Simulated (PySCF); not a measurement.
**Dipole moment and polarisability of `p12p3p1p23`**

P4.
Structure used (PBE0-D3(BJ)/def2-SVP), in Å, numbered top down from 1:
```
atom  x, y, z in Å
P1     1.2358   -0.2020   -0.5320
P2    -0.4504    1.2046   -0.3817
P3    -0.8273   -0.9632   -0.4557
P4     0.0799   -0.0647    1.3364
```

Level: B3LYP/def2-SVPD (PySCF), static field, nuclei fixed, core orbitals frozen in the response. The polarisability tensor in these axes (au):

```
x   88.38 -0.01 -0.01
y   -0.01 88.42  0.00
z   -0.01  0.00 88.40
```

Task: What are the eigenvalues, a third of the trace, and Δα (Δα² = ½Σ(αi − αj)² over the three pairs)?

Result: Principal values 88.38, 88.41 and 88.42 au; mean 88.40 au = 13.10 Å³ = 14.58 × 10⁻⁴⁰ C²·m²/J; Δα = 0.04 au (0 % of the mean). Point group Td makes the tensor isotropic, so any spread comes from the grid or from a geometry that is symmetric only within 0.08 Å.

Task: What is the dipole moment?

Result: 0.00 D; point group Td allows none.

Task: Form Σ f/ω² (atomic units) for the 6 lowest TDDFT singlets, given as eV and f, and set it beside the mean polarisability, which is this sum over all singlets: 5.20, 0.0000; 5.20, 0.0000; 5.20, 0.0000; 5.47, 0.0000; 5.47, 0.0000; 5.48, 0.0000.

Result: They add up to 0.00 au, 0.0 % of the 88.40 au. Terms in order: 0.00, 0.00, 0.00, 0.00, 0.00, 0.00 au. Higher excitations give the rest. The strengths listed sum to 0.000.

Task: Estimate the molar refractivity from the static electronic polarisability.

Result: Lorentz–Lorenz: R = (4π/3)N_A α = 2.5225 cm³/(mol·Å³) × 13.10 Å³ = 33.0 cm³/mol, in the limit of long wavelengths.

Task: What would n − 1 = 2πNα be for an ideal gas of these molecules at 298.15 K and 1 atm, electronic part alone?

Result: N = p/kT = 2.4615 × 10¹⁹ cm⁻³, so n − 1 = 2π × N × 13.10 × 10⁻²⁴ cm³ = 2026 × 10⁻⁶ at long wavelengths.

Task: Find the Langevin capture rate constant for H3O+ (19.018 u) meeting this molecule (123.895 u), k = 2.342 × 10⁻⁹ cm³/s × √(α in Å³ / reduced mass in u).

Result: The reduced mass is 16.49 u, so k = 2.09 × 10⁻⁹ cm³/s.

Geometry: PBE0-D3(BJ)/def2-SVP; no solvent, vibrations or thermal averaging.
